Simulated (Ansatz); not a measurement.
The inner images of a band of BH6NO (9 atoms, charge 0, multiplicity 1) are given out of order.

Computed with Ansatz 0.2.0, RKS B3LYP-D4/6-31G*.

Initial state:

```xyz
9
Properties=species:S:1:pos:R:3
B 0.058 0.121 0.354
O -0.484 -0.533 1.506
H -1.422 -0.718 1.377
H 1.230 -0.126 0.157
H -0.638 0.158 -0.645
N 0.154 1.794 0.804
H 0.655 2.353 0.112
H -0.769 2.205 0.946
H 0.656 1.850 1.691
```

Final state:

```xyz
9
Properties=species:S:1:pos:R:3
B 0.276 0.642 -0.298
O -0.428 -0.400 2.426
H -1.254 -0.675 2.002
H 1.340 0.108 -0.359
H -0.721 0.139 -0.727
N 0.184 1.915 0.280
H 0.990 2.426 0.616
H -0.668 2.460 0.297
H -0.279 0.489 2.065
```

Put them in order from the first end to the last, with their energies above the first end.
A.
```xyz
9
Properties=species:S:1:pos:R:3
B 0.083 0.122 0.308
O -0.332 -0.560 1.498
H -1.274 -0.769 1.453
H 1.249 -0.056 0.032
H -0.689 0.120 -0.631
N 0.098 1.818 0.802
H 0.992 2.277 0.632
H -0.641 2.393 0.398
H -0.047 1.758 1.811
```
B.
```xyz
9
Properties=species:S:1:pos:R:3
B 0.161 0.337 0.177
O -0.274 -0.211 1.657
H -1.174 -0.576 1.629
H 1.273 -0.040 -0.061
H -0.708 0.074 -0.615
N 0.087 1.816 0.708
H 0.971 2.310 0.802
H -0.601 2.431 0.284
H -0.296 0.963 1.721
```
C.
```xyz
9
Properties=species:S:1:pos:R:3
B 0.053 0.122 0.326
O -0.392 -0.554 1.506
H -1.335 -0.750 1.449
H 1.217 -0.088 0.058
H -0.707 0.147 -0.625
N 0.132 1.805 0.801
H 0.867 2.316 0.311
H -0.746 2.311 0.679
H 0.352 1.794 1.798
```
D.
```xyz
9
Properties=species:S:1:pos:R:3
B 0.223 0.535 -0.070
O -0.288 -0.315 1.983
H -1.197 -0.583 1.780
H 1.281 -0.009 -0.138
H -0.756 0.081 -0.593
N 0.156 1.875 0.412
H 0.984 2.386 0.688
H -0.647 2.470 0.267
H -0.316 0.663 1.974
```
E.
```xyz
9
Properties=species:S:1:pos:R:3
B 0.137 0.188 0.255
O -0.296 -0.409 1.536
H -1.231 -0.647 1.501
H 1.295 -0.036 -0.002
H -0.647 0.096 -0.663
N 0.076 1.801 0.779
H 0.968 2.280 0.895
H -0.589 2.425 0.325
H -0.274 1.405 1.676
```

C (+0.02 eV), A (+0.04 eV), E (+0.26 eV), B (+1.03 eV), D (+0.67 eV).

Time of the run: 2.8 min on 1 thread of Intel(R) Xeon(R) Platinum 8259CL CPU @ 2.50GHz (Skylake/Cascade Lake), with other jobs on the host, peak memory 0.13 GiB.
